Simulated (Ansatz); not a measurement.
# Pressure series in LiF

Start from LiF in the rock salt structure (space group Fm-3m, No. 225; a = 4.008 Å).

Cell and atoms are relaxed at each pressure.

Computed with PBEsol (Ansatz, a quantum-chemistry and plane-wave program), without spin-orbit coupling.

```json
[
 {"P (GPa)": "-2.00", "V (Å³/atom)": "8.287"},
 {"P (GPa)": "-0.98", "V (Å³/atom)": "8.160"},
 {"P (GPa)": "0.30", "V (Å³/atom)": "8.014"},
 {"P (GPa)": "0.70", "V (Å³/atom)": "7.971"},
 {"P (GPa)": "1.49", "V (Å³/atom)": "7.888"},
 {"P (GPa)": "2.99", "V (Å³/atom)": "7.744"},
 {"P (GPa)": "7.48", "V (Å³/atom)": "7.379"},
 {"P (GPa)": "9.98", "V (Å³/atom)": "7.208"}
]
```

**Question.** Fit a third-order Birch–Murnaghan equation of state.

**Answer.** Least squares on P(V) = (3B₀/2)[(V₀/V)^(7/3) − (V₀/V)^(5/3)]·[1 + (3/4)(B₀′ − 4)((V₀/V)^(2/3) − 1)] gives V₀ = 8.05 Å³/atom, B₀ = 72 GPa and B₀′ = 4.2.

Measured bulk modulus of LiF: 76.3 GPa (static lattice; corrected from measurement; as listed in Daniel Mejia-Rodriguez, S. B. Trickey, Phys. Rev. B (2018)); the computed value is 5 % below it.

Between the base and pressure 7.5 GPa the gap moves from 9.05 eV to 9.87 eV, a mean slope of 110 meV/GPa.

Load acts through the strain it causes; cell and atoms are relaxed under it. Whether these cells are dynamically stable was not tested. No other phases were tried under pressure.
